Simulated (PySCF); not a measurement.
CS, SMILES `[C-]#[S+]` (charge 0, multiplicity 1)

These are PySCF 2.14.0 with TPSSh-D3(BJ)/def2-TZVP // BP86-D3(BJ)/def2-SVP values and carry that method's errors.

The HOMO comes out as -8.19 eV. The dipole moment is 0.374 e·Å and the LUMO comes out as -2.92 eV. The HOMO–LUMO gap is 5.27 eV and the total energy is -436.2576 Ha. The cost is about 14 core-seconds (a rough figure).

```xyz
2

C      0.7775     0.0000     0.0000
S     -0.7775     0.0000     0.0000
```
Charge 0, spin multiplicity 1.
